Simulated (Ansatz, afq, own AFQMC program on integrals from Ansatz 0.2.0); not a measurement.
AFQMC on a folder of integrals that Ansatz 0.2.0 wrote.

```yaml
crystal:
  periodic: [false, false, false]
  atoms:
    - {symbol: Ge, position_ang: [-0.503907, 0.000000, 0.000000]}
    - {symbol: H, position_ang: [-1.015357, 1.446599, 0.000000]}
    - {symbol: H, position_ang: [-1.015357, -0.723300, 1.252792]}
    - {symbol: H, position_ang: [-1.015357, -0.723299, -1.252792]}
    - {symbol: H, position_ang: [1.248093, 0.000000, 0.000000]}
    - {symbol: O, position_ang: [2.401093, 0.000000, 0.000000]}
basis:
  gaussian: {orbitals: cc-pVTZ}
magnetization: {spin_polarized: true, initial_magnetization: 2}
correlation: {method: ccsd_t, electrons: outside_noble_gas, hamiltonian_folder: ham}
```

```sh
$ ansatz run in.yaml --threads 1 --pin off --events-out ev --progress --plain --max-ram 16896MiB --backend cuda --devices 0, --max-vram 18GiB
```

Options of the walk:

```
--method phaseless --trial cisd --walkers 600 --populations 10 --least-time 60 --time-step 0.005 --steps-per-block 50 --equilibration-blocks 28 --max-blocks 4000 --target-error 0.00022 --factor-cut 1e-05 --start spin_pure --seed 2860 --release-times 0.24,0.51,0.99,1.62,2.4 --release-step 0.03 --release-every 3 --taylor-order 6
```

Times are imaginary, in 1/Eh. The walk had a cap of 235 s. With eight or more populations the least sampling time is a fifth of least-time, and the error comes from their spread. Filled inner d shells are frozen with the cores.

Output of the walk:

```
orbitals 114  electrons 8 6  factors 722 of 767
reference energy -2152.49193670 Eh
CCSD correlation -0.36107312 Eh in 12 cycles, weight of the determinant in the CISD state 0.8694
energy of the start -2152.850639 Eh
 block  time / (1/Eh)  mean weight  energy / Eh
     1     0.250  0.9996  -2152.847873
     2     0.500  0.9998  -2152.851901
     3     0.750  0.9989  -2152.855474
     4     1.000  0.9999  -2152.857593
     5     1.250  0.9992  -2152.861019
     9     2.250  1.0006  -2152.862633
    21     5.250  0.9989  -2152.863780
    37     9.250  0.9987  -2152.865206
    53    13.250  0.9993  -2152.865614
    69    17.250  1.0003  -2152.864153
    85    21.250  1.0001  -2152.863396
   101    25.250  1.0009  -2152.862342
   105    26.250  1.0001  -2152.860526
   117    29.250  1.0008  -2152.864167
   129    32.250  0.9990  -2152.869383
   133    33.250  1.0005  -2152.863306
   149    37.250  1.0011  -2152.860977
   165    41.250  0.9983  -2152.866197
error from the spread of 10 populations
released: time / (1/Eh)  energy / Eh  error  mean overlap
  0.24  -2152.864288  0.000188  0.9996
  0.51  -2152.864569  0.000189  0.9917
  0.99  -2152.864696  0.000231  0.9909
  1.62  -2152.863642  0.001438  0.9766
  2.40  -2152.864615  0.000287  0.9742
energy -2152.864156 +/- 0.000177 Eh
(rows thinned)
```

The time cap ended the run before it passed its tests. The second half of the sampling lies above the first by 3.6 errors of their difference, so the energy may still be moving and its error bar be too small.

Against this walk (error 4.8 meV) on the same determinant: CCSD(T) 25.2 meV higher. The error is statistical and leaves out the bias of the constraint. None of these is a sure reference here. The released energies have errors that jump between times, so the bars are unsure (meV from the phaseless value at times in 1/Eh: -4 ± 5 at 0.24, -11 ± 5 at 0.51, -15 ± 6 at 0.99, 14 ± 39 at 1.62, -12 ± 8 at 2.40), so they give no level.

Cautions: constraint bias not in the error; halves of the run differ; no relativity below Rb; no spin-orbit coupling; inner d shell frozen; lower spins were not checked.

The walk took 5.1 min on 1 × NVIDIA H100 80GB HBM3 with 2 threads of AMD EPYC 7R13 Processor (Zen 3), on a shared host (the card was shared). The log's last line is the phaseless energy.

A walk keeps the symmetry of its determinant, which the program's search chose and which needn't be the lowest solution, so a lower state of the same spin and another symmetry isn't excluded.
